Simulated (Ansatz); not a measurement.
Compare A (`CC(O)(F)S`) with its isomer B (`FCOCS`).

Calculated with Ansatz (gas phase, PBE0-D4/def2-TZVP geometries, no zero-point term in ΔE). CBS: MP2 limit from def2 TZ/QZ plus the TZ coupled-cluster correction, frozen cores. DFT in def2-TZVPP. B3LYP here is the variant with VWN-RPA as its local correlation; programs differ in this. One conformer a species, not always the lowest.

A:

Z-matrix (Å, degrees):
```
C
C 1 1.503
H 1 1.089 2 109.8
H 1 1.092 2 108.7 3 119.9
H 1 1.089 2 110.0 3 -120.3
O 2 1.367 1 109.2 3 -61.3
F 2 1.383 1 108.5 3 179.3
S 2 1.839 1 114.0 3 59.9
H 6 0.965 2 108.5 1 177.4
H 8 1.342 2 95.5 1 78.1
```

B:

Z-matrix (Å, degrees):
```
C
O 1 1.367
F 1 1.382 2 111.3
H 1 1.099 2 112.0 3 -119.0
H 1 1.091 2 107.4 3 117.9
C 2 1.414 1 113.7 3 70.5
S 6 1.788 2 111.0 1 169.1
H 6 1.097 2 110.2 1 52.1
H 6 1.091 2 110.6 1 -68.2
H 7 1.342 6 96.4 2 74.9
```

Which isomer does CCSD(T)/CBS put lower? Give the gap. (An estimate is asked.)

Ansatz gave: A, by 73.6 kJ/mol.

Give E(B) − E(A) in kJ/mol with ωB97M-V, CCSD/def2-TZVPP, PBE-D4, CCSD(T)/def2-TZVPP, r2SCAN-D4, B3LYP-D4, MP2/def2-TZVPP. (Estimate.)

Ansatz gave: ωB97M-V 73.7, CCSD/def2-TZVPP 67.7, PBE-D4 71.5, CCSD(T)/def2-TZVPP 70.0, r2SCAN-D4 76.8, B3LYP-D4 66.2, MP2/def2-TZVPP 74.7. None reverses the order clearly.

Largest T1 diagnostic: 0.012.

In def2-TZVPP, CCSD(T) changes the Hartree–Fock value by +14.1 kJ/mol (the triples alone add +2.3 kJ/mol) and MP2 by +18.8 kJ/mol. The D4 term adds +3.8 kJ/mol with B3LYP and +1.8 kJ/mol with PBE0; it sums over pairs of atoms, weighted by their polarisabilities, and B3LYP, whose exchange is more repulsive, gets the larger term.
